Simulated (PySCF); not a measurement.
# CH7NSi: the cost of one run

The runs use PySCF 2.14.0, with density-fitted response routines of our own; the level of theory stands in each step. All values are computed, except where a source is named. Atoms are numbered from 0 throughout.

## (1) The starting structure

10 atoms, charge 0, multiplicity 1; geometry from: GFN2-xTB. The atoms were then displaced at random by about 0.01 Å, so the start is not that level's minimum.

Bonds of the start (Å): C0–N1 1.43, N1–Si2 1.70, C0–H3 1.07, C0–H4 1.13, C0–H5 1.09, N1–H6 1.01, Si2–H7 1.46, Si2–H8 1.50, Si2–H9 1.47.

## (2) Optimising the geometry at PBE0-D3(BJ)/def2-SVP

The job: settings as JSON, then the geometry in Å.

```
{"job": {"xc": "PBE0", "basis": "def2-SVP", "d3": "d3bj", "grid": 1, "shake": 0.01, "kind": "geom"}, "charge": 0, "multiplicity": 1}
C     -1.357660    -0.141920    -0.041100
N     -0.144560     0.614410    -0.112460
Si     1.385160    -0.130050    -0.016040
H     -1.216540    -1.064740    -0.562220
H     -2.176920     0.435650    -0.552770
H     -1.697990    -0.320620     0.981420
H     -0.230330     1.542610     0.278470
H      1.447680    -1.127340    -1.075500
H      1.701960    -0.799470     1.286280
H      2.339640     0.970550    -0.207140
```

The run is started by

```bash
> OMP_NUM_THREADS=1 python probes_run.py task.json out
```

One launch serves the whole session: the jobs run in the order shown.

Q: Estimate the wall time and peak memory of this first job on 1 thread of Arm Neoverse V2, shared host.

About 8.8 s, with a peak of 0.34 GiB.
